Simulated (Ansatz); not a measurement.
# The cluster WS2: structure and electronic state

Aim: characterise the cluster WS2 as a singlet: its structure, frontier levels and distribution of charge.

Computed with Ansatz 0.2.0, Gaussian basis. Level: RKS PBE0-D4/def2-TZVP.

The runs, in order: relaxation at PBE-D4/def2-TZVP; a single point at PBE0-D4/def2-TZVP.

21 further runs of the same task are left out: 20 that didn't finish, 1 set aside as unsound or not needed.

### 1 The starting structure

3 atoms, charge 0, spin multiplicity 1.

Atoms are counted from 1 here; the program's logs count them from 0.

Bond lengths: W1–S2 2.191 Å, W1–S3 2.190 Å. Angles: S2–W1–S3 100.0°.

As a file:

```
W     0.9314    0.1138    0.0147
S    -0.2725   -1.6876    0.3407
S    -0.6589    1.5739   -0.3554
```

W takes a core potential in the def2 sets. No spin-orbit coupling is included.

The start is a GFN2-xTB geometry.

### 2 Relaxation at PBE-D4/def2-TZVP

The input, in.yaml:

```yaml
crystal:
  periodic: [false, false, false]
  atoms:
    - {symbol: W, position_ang: [0.931410, 0.113760, 0.014730]}
    - {symbol: S, position_ang: [-0.272530, -1.687620, 0.340650]}
    - {symbol: S, position_ang: [-0.658890, 1.573860, -0.355380]}
basis:
  gaussian: {orbitals: def2-TZVP}
hamiltonian: {xc: pbe, dispersion: d4}
scf: {lower_state_search: "off"}
output: {orbitals: {seedname: orbitals}}
relax: {f_tol: 0.02, max_steps: 100}
```

The run is started by

```
> ansatz run in.yaml --threads 2 --pin off --events-out ev --progress --plain --max-ram 4352MiB
```

After this run come: Single point, PBE0-D4/def2-TZVP.

Q: Predict the results of all the runs planned. Wanted: point group; near neighbours of the metal; HOMO, LUMO at PBE0-D4/def2-TZVP; charge on the metal; dipole at PBE-D4/def2-TZVP.

**Answer**, as computed:

| quantity | value |
| --- | --- |
| point group | C2v |
| near neighbours of the metal | S 2.10, S 2.10 Å |
| HOMO, LUMO at PBE0-D4/def2-TZVP | -6.13, -3.67 eV |
| charge on the metal (Mulliken, PBE-D4/def2-TZVP) | +0.35 e |
| dipole at PBE-D4/def2-TZVP | 2.08 D |

The molecule keeps its bonding pattern by the stored test; the atoms moved 0.08 Å (rms). No usable vibrations, so a minimum isn't proven. The HOMO lies nearest to W1 93 % and the LUMO to W1 75 %; S2, S3 about 12 % each. Whether this spin is the lowest isn't tested here.
